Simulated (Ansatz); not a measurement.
**C2HF2 radical: up Jacob's ladder to CCSD(T)**

An exercise on one series of results from a longer session: the logs are not shown, and one member is left open.

Program: Ansatz 0.2.0, Gaussian basis. Level of theory: functionals in def2-TZVPP, the program's frozen cores in correlated methods. These are calculated values, not measurements.

The runs, in order: LDA (SPW92), PBE-D4, revPBE-D4, BLYP-D4, r2SCAN-D4, B97M-V, PBE0-D4, B3LYP-D4, r2SCANh-D4, r2SCAN0-D4, HSE06-D4, BHLYP-D4, CAM-B3LYP-D4, LC-ωPBE, ωB97X-V, ωB97M-V, B2PLYP, PBE-QIDH; CCSD(T)/def2-SVP; CCSD(T)/def2-TZVPP; MP2/def2-QZVPP; extrapolation to the limit; RPA on PBE.

## The geometry

An earlier PBE0-D4 in a triple-zeta def2 set relaxation fixed the geometry.

5 atoms, charge 0, spin multiplicity 2.

Atoms are counted from 1 here; the program's logs count them from 0.

Bond lengths: C1–C2 1.301 Å, C1–H5 1.072 Å, C2–F3 1.313 Å, C2–F4 1.320 Å. Angles: C2–C1–H5 140.6°, C1–C2–F3 125.0°, C1–C2–F4 125.4°, F3–C2–F4 109.6°.

As a file:

```xyz
5
C2HF2
C    -0.0282    0.9127   -0.0149
C     0.1636   -0.3661    0.1246
F     1.0438   -0.9117    0.9325
F    -0.4926   -1.3132   -0.5203
H    -0.6366    1.6045   -0.5634
```

Set-up of the first run:

The input, in.yaml:

```yaml
crystal:
  periodic: [false, false, false]
  atoms:
    - {symbol: C, position_ang: [-0.028206, 0.912667, -0.014900]}
    - {symbol: C, position_ang: [0.163586, -0.366131, 0.124643]}
    - {symbol: F, position_ang: [1.043780, -0.911656, 0.932542]}
    - {symbol: F, position_ang: [-0.492629, -1.313154, -0.520272]}
    - {symbol: H, position_ang: [-0.636631, 1.604474, -0.563414]}
basis:
  gaussian: {orbitals: def2-TZVPP}
magnetization: {spin_polarized: true, initial_magnetization: 1}
hamiltonian: {xc: lda}
output: {orbitals: {seedname: orbitals}}
```

Among the steps run: LDA; PBE-D4 (GGA); revPBE-D4 (GGA); BLYP-D4 (GGA); r2SCAN-D4 (meta-GGA); B97M-V (meta-GGA); PBE0-D4 (hybrid); B3LYP-D4 (hybrid); r2SCANh-D4 (hybrid); r2SCAN0-D4 (hybrid); HSE06-D4 (hybrid); BHLYP-D4 (hybrid); CAM-B3LYP-D4 (range-separated); LC-ωPBE-D4 (range-separated; the results give it without D4); ωB97X-V (range-separated); ωB97M-V (range-separated); B2PLYP (double hybrid); PBE-QIDH (double hybrid).

One of the session's tables, all rows but one given; the rest of the session is left out.

It belongs to the step «Frontier levels by functional». 

```
  functional  HOMO (eV)  LUMO (eV)  gap (eV)
 LDA (SPW92)      -6.68      -5.01      1.67
      PBE-D4      -6.50      -4.34      2.16
   revPBE-D4      -6.42      -4.14      2.27
     BLYP-D4      -6.41      -4.42      2.00
   r2SCAN-D4      -6.74      -3.65      3.09
      B97M-V      -6.77      -4.03      2.73
     PBE0-D4      -7.83      -3.05      4.78
    B3LYP-D4      -7.64      -3.59      4.05
  r2SCANh-D4      -7.24      -3.21      4.03
  r2SCAN0-D4      -7.99      -2.57      5.42
    HSE06-D4      -7.42      -3.44      3.98
    BHLYP-D4          ?          ?         ?
CAM-B3LYP-D4      -9.29      -2.09      7.19
     LC-ωPBE     -10.64      -0.40     10.23
     ωB97X-V     -10.24      -1.04      9.21
     ωB97M-V     -10.09      -1.11      8.98
```

Estimate the missing values for BHLYP-D4.

Worked estimate for «HOMO (eV)». Against the share of exact exchange, BLYP-D4 (0, -6.41), B3LYP-D4 (0.2, -7.64) give a slope of -6.15 per unit share; at 0.5 the line stands at -9.48.

**Answer.** HOMO (eV): -9.07; LUMO (eV): -1.95; gap (eV): 7.12. In «HOMO (eV)» the line misses by -0.41.
